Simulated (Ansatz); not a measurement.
The input, for Ansatz 0.2.0:

```yaml
crystal:
  periodic: [false, false, false]
  atoms:
    - {symbol: B, position_ang: [0.000000, -0.350038, 1.730287]}
    - {symbol: N, position_ang: [0.000000, 0.423569, 0.546386]}
    - {symbol: S, position_ang: [0.000000, -0.071192, -0.910810]}
    - {symbol: H, position_ang: [0.000000, 0.133189, 2.823497]}
basis:
  gaussian: {orbitals: 6-31G}
magnetization: {spin_polarized: true, initial_magnetization: 5}
correlation: {method: bccd, electrons: valence}
scf: {lower_state_search: off}
```

```sh
$ ansatz run in.yaml --threads 1 --pin off --events-out ev --progress --plain --max-ram 2393MiB
```

(1) Roughly how long does this take on 1 thread of AMD EPYC 7B13, shared host, and how much host memory?

```
these checks for a lower state are left out or cut short: stability, starts, cluster_reference, orbital_swaps, neighbouring_geometries, increment
431 factors; integrals over basis functions are off by at most 2.6e-4 eV
mean field evaluation 1: about -12970.4585 eV, gradient 1.7e1 eV
mean field evaluation 2: about -12970.6226 eV, gradient 1.7e1 eV
mean field evaluation 4: about -12973.8282 eV, gradient 3.6e0 eV
mean field evaluation 8: about -12974.4392 eV, gradient 9.4e-1 eV
mean field evaluation 16: about -12974.5862 eV, gradient 1.2e-6 eV
mean field -12974.58618547 eV, -476.8072478257 hartree, gradient 1.5e-6 eV, S^2 8.773155; 0 other end points of the search recorded, 0 dependent functions left out
7 core orbitals not correlated: weight in the atoms' cores, before any rotation towards them, 1.000 or more for the frozen orbitals, at most 0.000 for the correlated occupied ones
reference -12974.58618547 eV, -476.8072478257 hartree; 10, 5 occupied and 16, 21 virtual orbitals, 431 factors
second order -3.57987496 eV of doubles, -0.00000000 eV of singles
cycle   1  -4.05133155 eV  change   -4.7e-1 eV  update   8.8e-2
cycle   2  -4.37576125 eV  change   -3.2e-1 eV  update   5.0e-2
cycle   3  -4.45173734 eV  change   -7.6e-2 eV  update   4.3e-2
cycle   4  -4.51348511 eV  change   -6.2e-2 eV  update   3.8e-2
cycle   5  -4.62018113 eV  change   -1.1e-1 eV  update   3.3e-2
cycle   6  -4.68542837 eV  change   -6.5e-2 eV  update   2.8e-2
cycle   7  -4.61848202 eV  change    6.7e-2 eV  update   2.3e-2
cycle   8  -4.79455549 eV  change   -1.8e-1 eV  update   1.2e-2
cycle   9  -4.73467599 eV  change    6.0e-2 eV  update   1.5e-2
cycle  10  -4.70058743 eV  change    3.4e-2 eV  update   9.4e-3
cycle  11  -4.67195934 eV  change    2.9e-2 eV  update   4.9e-3
cycle  12  -4.64890006 eV  change    2.3e-2 eV  update   1.7e-3
cycle  13  -4.65410556 eV  change   -5.2e-3 eV  update   7.3e-4
cycle  14  -4.65578652 eV  change   -1.7e-3 eV  update   2.9e-4
cycle  15  -4.65393790 eV  change    1.8e-3 eV  update   2.1e-4
cycle  16  -4.65378581 eV  change    1.5e-4 eV  update   6.2e-5
cycle  17  -4.65405526 eV  change   -2.7e-4 eV  update   5.0e-5
cycle  18  -4.65403379 eV  change    2.1e-5 eV  update   2.1e-5
cycle  19  -4.65404459 eV  change   -1.1e-5 eV  update   1.2e-5
Total energy: -12979.24023006 eV, -476.9782808096 hartree
Checks for a lower state left out: stability, starts, cluster_reference, orbital_swaps, neighbouring_geometries, increment
```

The singles that turn the determinant into the Brueckner one have T1 = 0.156.

Results:

(1) 0.78 s wall and 0.11 GiB.
